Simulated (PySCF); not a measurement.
Species: butadiene radical anion, C4H6 (charge -1 and doublet state).
Structure used (PBE0-D3(BJ)/def2-SVP), in Å, numbered top down from 1:
```xyz
10
C4H6 angstrom
C      1.7805    0.2284   -0.7025
C      0.6821   -0.1598    0.0784
C     -0.6781    0.1615   -0.0871
C     -1.7770   -0.2262    0.6935
H      1.6575    0.8705   -1.5839
H      2.7971   -0.0973   -0.4598
H      0.9069   -0.8069    0.9443
H     -0.9027    0.8085   -0.9530
H     -2.7935    0.0991    0.4501
H     -1.6550   -0.8685    1.5748
```

The hyperfine couplings belong to this conformer and change with its torsions.

As a line formula: butadiene radical anion (`C=CC=C`) [SMILES of the parent framework; charge -1 and doublet state].

Computed with PySCF, UKS B3LYP, IGLO-III on C, pcH-1 on H, non-relativistic, mean-field spin-orbit, GIAO. Whether the extra electron is bound in the gas phase wasn't checked; a finite basis holds it in any case. The geometry's basis has no diffuse functions, a weakness for an anion. Stability of the SCF solution: not tested. No frequencies were computed at this geometry's level, so the symmetric structure isn't shown to be a minimum.

Q: What is the g tensor, term by term?

A: 
```csv
Δg (ppm),1,2,3
relativistic mass correction,-134,-134,-134
gauge correction,8,41,33
orbital Zeeman/spin–orbit,-1,432,1098
total,-126,340,997
```

So g = 2.00219, 2.00266, 2.00332 and g_iso = 2.00272; the tensor is rhombic: the two nearest values differ by 41 % of g3 − g1. Axes: g1 is normal to the molecular plane and g2 points within 6° of the C1–C2 bond.

Q: At 94.495 GHz, how far is the centre of the isotropic spectrum from where a free electron (g = 2.002319) resonates?

A: B = hν/(g μB) with μB/h = 13.99624 MHz/mT gives 3371.82 mT for the free electron and 3371.14 mT at g_iso, 0.68 mT lower.

Q: How much does each term add to the isotropic shift?

A: The orbital-Zeeman/spin–orbit term 510, the mass correction -134 and the gauge correction 28 ppm, for a total of 404 ppm. The orbital-Zeeman/spin–orbit term is the largest in size. The mass correction is the same along every axis, so the anisotropy comes from the other two: their spans along these axes are 33 (gauge) and 1098 ppm (orbital Zeeman/spin–orbit).

Q: What are the electron Larmor frequencies g μB B/h along the three axes at 340 mT?

A: 9.5279, 9.5301, 9.5332 GHz for g1, g2 and g3, a range of 5.3 MHz.

Q: In a frozen sample, at which fields do the three g values resonate at 9.5, 34, 94 and 263 GHz (hyperfine left aside), and which band first spreads them over more than twice a line width of 0.5 mT?

A: 
| band | GHz | B(g3) mT | B(g2) mT | B(g1) mT | spread mT |
| --- | --- | --- | --- | --- | --- |
| X | 9.5 | 338.81 | 338.93 | 339.00 | 0.19 |
| Q | 34.0 | 1212.60 | 1213.00 | 1213.28 | 0.68 |
| W | 94.0 | 3352.48 | 3353.58 | 3354.36 | 1.88 |
| J | 263.0 | 9379.82 | 9382.90 | 9385.08 | 5.26 |

The spread grows in proportion to the frequency. W band is the first where it exceeds 1.0 mT.

The largest Mulliken spin populations are on C1 (+0.49), C4 (+0.49), C3 (+0.07) and C2 (+0.07).

The HOMO–LUMO gaps are 2.86 eV among the α and 4.51 eV among the β orbitals.
